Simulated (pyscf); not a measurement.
This saddle point was located with ωB97X-D3(BJ)/def2-SVP in PySCF.

```
Si
H 1 1.4858
H 1 1.4858 2 115.04
H 1 1.5042 2 115.52 3 -138.61
N 1 1.8597 2 102.71 3 110.75
N 5 1.2265 1 122.91 2 120.24
H 6 1.0528 5 112.97 1 -0.04
H 1 1.9363 2 80.30 3 -74.30
```
Charge 0, spin multiplicity 2.

Surface: doublet, charge 0. Lowest wavenumbers (cm⁻¹): 709i, 150, 233, 303, 327.

### Question
What reaction is this the transition state of?

### Answer
`[NH]=[N][SiH3]` + `[H]` [doublet] <-> `[N]=[NH]` [doublet] + `[SiH4]`, a substitution at Si read from left to right: N–Si broken and H–Si formed. At ωB97M-D3(BJ)/def2-TZVP it lies +3.3 kcal/mol from the left side and +49.5 kcal/mol from the right (each side as separated species at their lowest minima found). From the product side, N≡N + H• + SiH₄ lies, by one bond made or cut, 51.4 kcal/mol under this saddle at ωB97M-D3(BJ). HN=N–SiH₃ lies 71.5 kcal/mol over its isomer H₂N–Si:–NH₂ [singlet] (electronic energy, ωB97M-D3(BJ)). One saddle was located; it need not be the lowest between these sides. The angle at the attacked Si is 174°.
